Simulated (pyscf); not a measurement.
Four-centre exchange: HO–As(OH)–OH (SMILES O[As](O)O) + AsH₃ (SMILES [AsH3]) → HO–As(OH)–O–AsH₂ (SMILES O[As](O)O[AsH2]) + H₂ (SMILES [H][H])

Gas phase, singlet surface, charge 0. Bonds broken: O1–H5, As8–H9. Bonds formed: O1–As8, H5–H9. Structures and frequencies: ωB97X-D3(BJ)/def2-SVP in PySCF.

Transition state (Å):

```xyz
11

O     -0.8638     0.0875     1.1118
As    -1.3821    -1.4180     0.2044
O      0.2136    -1.9210    -0.3281
O     -1.7903    -0.5639    -1.3090
H      0.1101     0.6007     1.0070
H      0.5898    -1.2930    -0.9641
H     -2.7426    -0.4551    -1.4312
As    -1.4624     1.9578     0.5288
H      0.4456     1.7015     0.7854
H     -2.8344     1.2829     0.8861
H     -1.4297     2.6294     1.8917
```

One imaginary mode, 1286i cm⁻¹; descent along it reached the two sides named, in the forms told below.

```tsv
bond	change	reactant side (Å)	saddle	product side
O1–H5	breaks	0.969	1.106	3.1
As8–H9	breaks	1.535	1.942	3.6
O1–As8	forms	3.1	2.048	1.816
H5–H9	forms	2.8	1.172	0.761
```

Electronic energies relative to the separated reactants (eV):

| level | barrier | reaction energy | reverse barrier |
|---|---|---|---|
| ωB97X-D3(BJ)/def2-TZVP | 2.64 | +0.31 | 2.33 |
| PBE/def2-TZVP | 2.36 | +0.48 | 1.88 |
| r²SCAN/def2-TZVP | 2.49 | +0.42 | 2.07 |
| B3LYP-D3(BJ)/def2-TZVP | 2.50 | +0.38 | 2.13 |
| PBE0-D3(BJ)/def2-TZVP | 2.52 | +0.48 | 2.04 |
| M06-2X/def2-TZVP | 2.61 | +0.30 | 2.32 |
| ωB97M-D3(BJ)/def2-TZVP | 2.68 | +0.47 | 2.21 |
| HF/def2-TZVP | 3.61 | +0.63 | 2.98 |

With ωB97M-D3(BJ)/def2-TZVP energies and thermal terms (ideal gas, 1 atm, RRHO with modes under 100 cm⁻¹ raised to 100, one conformer, R ln 2 for chiral ones without a mode under 150 cm⁻¹), in eV:

```
T (K)   ΔH‡   ΔG‡     ΔH     ΔG
-----  ----  ----  -----  -----
298    2.56  3.04  +0.36  +0.49
600    2.58  3.53  +0.41  +0.59
900    2.61  4.00  +0.45  +0.67
1200   2.65  4.45  +0.48  +0.74
```

On the reactant side the descent ends in a complex (not fully relaxed), 0.18 eV under the separated species and 2.82 eV under the saddle at ωB97X-D3(BJ)/def2-TZVP. One saddle was located; it need not be the lowest between these sides. Elements up to Kr have no core potential and no relativistic terms here.
